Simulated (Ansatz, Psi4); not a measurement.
CHCl2F (dichlorofluoromethane): the vertical energy of the triplet above the singlet from total energies

The species is CHCl2F (5 atoms), meant as a singlet with charge 0. SMILES: `FC(Cl)Cl`. The coordinates come from a PBE0-D4/def2-TZVP relaxation.

```xyz
5

F    -0.5906    0.1325    1.2304
C     0.0064    0.0994    0.0307
Cl    1.4599   -0.8868    0.1269
Cl   -1.1204   -0.5252   -1.1671
H     0.2946    1.1064   -0.2625
```

Both states at this one shape; open shells run unrestricted unless said. 1 Eh = 27.2114 eV.

```
                                                                          level  program  singlet CHCl2F (Eh)  triplet CHCl2F (Eh)
                                                                TPSSh/def2-SVPD     Psi4         -1058.594136         -1058.358008
DSD-PBEP86/def2-SVPD (density fitting for correlation), 12 core orbitals frozen     Psi4         -1057.653576         -1057.398995
                                    RPA@PBE0/def2-SVPD, 12 core orbitals frozen   Ansatz         -1057.350676         -1057.102052
```

Work out the vertical gap, second state less first, at each level.


1. TPSSh/def2-SVPD: -1058.358008 − (-1058.594136) = 0.236128 Eh = 6.43 eV.
2. DSD-PBEP86/def2-SVPD (density fitting for correlation): -1057.398995 − (-1057.653576) = 0.254581 Eh = 6.93 eV.
3. RPA@PBE0/def2-SVPD: -1057.102052 − (-1057.350676) = 0.248624 Eh = 6.77 eV.

No measured value is set beside it here; the levels span 6.43 to 6.93 eV.
